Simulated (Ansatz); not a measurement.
## P2, singlet: reading a ladder of total energies

Geometry: MP2(full)/6-31G*, from the G2/97 set.

```xyz
2

P     0.0000    0.0000    0.0000
P     0.0000    0.0000    1.9323
```

Basis 6-31G* (Cartesian d functions); Ansatz 0.2.0. Correlated methods freeze the noble-gas cores, which leaves 10 electrons in 28 orbitals. Prefix R: restricted or restricted open-shell reference.

Full CI isn't at hand for all of this; RCCSDTQ serves as the reference, and is uncertain by about the last step of the cluster series.

Runs differ by some tens of microhartree through their thresholds, so steps under 0.03 kcal/mol mean nothing.

| level | total energy (hartree) |
| --- | --- |
| RHF | -681.420411 |
| RMP2 | -681.642196 |
| RCCSD | -681.658073 |
| RCCSD(T) | -681.671931 |
| RCCSDT | -681.672358 |
| RCCSDT(Q) | -681.674385 |
| RCCSDTQ | -681.674234 |

What is the correlation energy at RCCSDTQ, and what share of it do RMP2 and RCCSD recover?

E(corr) = -681.674234 − (-681.420411) = -0.253823 hartree = -6.907 eV. RMP2: -0.221785 / -0.253823 = 87.38 %. RCCSD: -0.237662 / -0.253823 = 93.63 %.

By how many kcal/mol does RCCSD(T) miss RCCSDTQ (1 hartree = 627.509 kcal/mol), and which steps make up the rest?

-681.671931 − (-681.674234) = 0.002303 hartree = 1.45 kcal/mol. Steps: RCCSDT − RCCSD(T) = -0.27, RCCSDT(Q) − RCCSDT = -1.27, RCCSDTQ − RCCSDT(Q) = 0.09 kcal/mol. Differences between like states or geometries often cancel part of this.
